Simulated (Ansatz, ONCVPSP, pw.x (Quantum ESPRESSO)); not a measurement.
# Equation-of-state test of one ONCV potential (fluorine (F))

```
Element                 : fluorine (F)
Generator               : ONCVPSP 4.0.1.1 (patched build)
Type                    : optimised norm-conserving Vanderbilt (ONCV)
Functional              : PBEsol
Relativity              : scalar-relativistic
Frozen core             : [He]
Valence charge          : 7
Reference configuration : 2s1.75 2p5.25
Partial waves           : 2s: rc 0.65 bohr, ncon 4, nbas 7, qcut 11.6 1/bohr, 1 projector; 2p: rc 1.00 bohr, ncon 4, nbas 7, qcut 12.2 1/bohr, 1 projector; d scattering state at 0.12 Ha: rc 0.80 bohr, ncon 4, nbas 7, qcut 11.8 1/bohr, 2 projectors, debl 1.1 Ha
Local potential         : polynomial inside 0.65 bohr (lpopt 5, dvloc0 -1 Ha)
Core correction         : Teter function fitted to the true core (icmod 2), fcfact 0.6
```

Atomic tests: cutoffs needed: 57 Ha and 72 Ha (the cutoffs (Ha) at which the residual kinetic energy of the hardest occupied pseudo-wave falls to 1 and 0.1 mHa per electron); ghost test: no bound ghost flagged; GHOST(+) flags only above 600 eV; largest excitation error: +43 meV (all-electron minus pseudo) for 2s2 2p3, out of 4 test configurations.

Crystal test: fcc F in pw.x 7.5, no spin, 17³ k-points, Fermi–Dirac smearing 0.01 Ry, cutoffs 170/680 Ry. The reference is all-electron LAPW (Ansatz 0.2.0) with the same functional, mesh and smearing; V0 and B0 come from Birch–Murnaghan fits to the pressures at five volumes. Errors are pseudo minus all-electron; Δ is the rms difference of the E(V) curves that follow from these fits, minima aligned, over ±6 % about the mean V0. Mesh and smearing are coarse, so the numbers serve the comparison and aren't converged zero-temperature values; the lattice is a test structure that the element need not adopt.

| V (Å³/atom) | P all-electron (GPa) | P pseudo (GPa) |
| --- | --- | --- |
| 8.902 | 3.70 | 3.65 |
| 9.136 | 1.68 | 1.62 |
| 9.370 | -0.03 | -0.08 |
| 9.604 | -1.48 | -1.53 |
| 9.838 | -2.69 | -2.74 |

All-electron: a0 = 3.346 Å (V0 = 9.37 Å³/atom), B0 = 63.0 GPa.

Pseudopotential: mean pressure error (GPa): -0.05; a0 (Å): 3.345; a0 error (%): -0.03; B0 error (%): +0.3; Δ (meV/atom): 0.1.

At the middle volume, how do free energy and pressure move when the wave cutoff is lowered (ecutrho kept at four times it)?

```
cutoff (Ry)  shift of F (meV/atom)  shift of P (GPa)
         76                +2841.3           -151.38
        102                 +461.2            -38.63
        136                  +14.3             -3.08
```

Input at the middle volume:

```
&control
  calculation='scf', prefix='x', pseudo_dir='./', outdir='./tmp', tstress=.true., disk_io='low'
/
&system
  ibrav=0, nat=1, ntyp=1, ecutwfc=170, ecutrho=680, nbnd=11,
  occupations='smearing', smearing='fd', degauss=0.01
/
&electrons
  conv_thr=1e-09, mixing_beta=0.4, electron_maxstep=70
/
ATOMIC_SPECIES
F 1.0 F.UPF
CELL_PARAMETERS angstrom
  0.00000000 1.67328480 1.67328480
  1.67328480 0.00000000 1.67328480
  1.67328480 1.67328480 0.00000000
ATOMIC_POSITIONS crystal
F 0.0000 0.0000 0.0000
K_POINTS automatic
17 17 17 0 0 0
```

```bash
pw.x < F.scf.in > F.scf.out
```

Lines of the output:

```
Message from routine setup:
     using ibrav=0 with symmetry is DISCOURAGED, use correct ibrav instead
     lattice parameter (alat)  =       4.4718  a.u.
     unit-cell volume          =      63.2319 (a.u.)^3
     number of electrons       =         7.00
     number of Kohn-Sham states=           11
     kinetic-energy cutoff     =     170.0000  Ry
     charge density cutoff     =     680.0000  Ry
     scf convergence threshold =      1.0E-09
     Exchange-correlation= PBESOL
     number of k points=   165  Fermi-Dirac smearing, width (Ry)=  0.0100
     iteration #  1     ecut=   170.00 Ry     beta= 0.40
     total energy              =     -50.31335697 Ry
     estimated scf accuracy    <       0.00024867 Ry
     iteration #  2     ecut=   170.00 Ry     beta= 0.40
     total energy              =     -50.31336367 Ry
     estimated scf accuracy    <       0.00005636 Ry
     iteration #  3     ecut=   170.00 Ry     beta= 0.40
     total energy              =     -50.31336523 Ry
     estimated scf accuracy    <       0.00000711 Ry
     iteration #  4     ecut=   170.00 Ry     beta= 0.40
     total energy              =     -50.31336547 Ry
     estimated scf accuracy    <       0.00000002 Ry
     iteration #  5     ecut=   170.00 Ry     beta= 0.40
     total energy              =     -50.31336547 Ry
     estimated scf accuracy    <       0.00000001 Ry
     iteration #  6     ecut=   170.00 Ry     beta= 0.40
     the Fermi energy is    -0.1697 ev
!    total energy              =     -50.31336547 Ry
     estimated scf accuracy    <          5.7E-11 Ry
     smearing contrib. (-TS)   =      -0.00957661 Ry
     The total energy is F=E-TS. E is the sum of the following terms:
     one-electron contribution =     -14.92867746 Ry
     hartree contribution      =      11.54459252 Ry
     xc contribution           =     -11.39555952 Ry
     ewald contribution        =     -35.52414440 Ry
     convergence has been achieved in   6 iterations
          total   stress  (Ry/bohr**3)                   (kbar)     P=       -0.85
```

The run at the middle volume (165 k-points, 6 iterations) took about 84 s on one core of a shared host (Neoverse-N1, 64 threads, 124 GiB, load 46).
